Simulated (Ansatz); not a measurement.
C$_{2}$H$_{3}$F$_{3}$S (`CSC(F)(F)F`). Total charge 0; spin multiplicity 1.

Cartesian coordinates in Å:
```
C 0.652 -0.661 -1.035
S 0.999 0.690 0.102
C -0.558 0.681 0.999
F -1.615 0.913 0.212
F -0.515 1.639 1.922
F -0.797 -0.480 1.619
H 1.546 -0.764 -1.650
H -0.195 -0.425 -1.676
H 0.483 -1.592 -0.495
```

**Question.** List the harmonic frequencies (cm⁻¹, unscaled) at PBE0-D4/def2-TZVP in Ansatz. (Best estimate.)

**Answer.** The calculation gave: 74, 153, 191, 333, 352, 468, 546, 561, 741, 775, 980, 990, 1141, 1160, 1206, 1354, 1459, 1477, 3072, 3168, 3171.

**Question.** Is this a minimum?

**Answer.** Yes, all 21 modes are real.

**Question.** Give the ideal-gas thermochemistry at 298.15 K and 1 bar (rigid rotor, harmonic oscillator; point group Cs, symmetry number 1).

**Answer.** Zero-point energy 139.8 kJ/mol; H(298) − E = 159.4 kJ/mol; entropy 340.1 J/(mol·K), of which translation 168.2, rotation 113.4, vibration 58.6; G(298) − E = 58.0 kJ/mol. Modes under 100 cm⁻¹ are hindered rotations or soft bends, so the harmonic entropy is rough.

**Question.** And at 400, 500, 600, 800 and 1000 K?

**Answer.** 
| T (K) | H − E (kJ/mol) | S (J/mol/K) | G − E (kJ/mol) |
| --- | --- | --- | --- |
| 400 | 170.5 | 371.9 | 21.7 |
| 500 | 183.0 | 399.7 | -16.9 |
| 600 | 196.8 | 424.8 | -58.1 |
| 800 | 227.2 | 468.4 | -147.5 |
| 1000 | 260.3 | 505.3 | -245.0 |
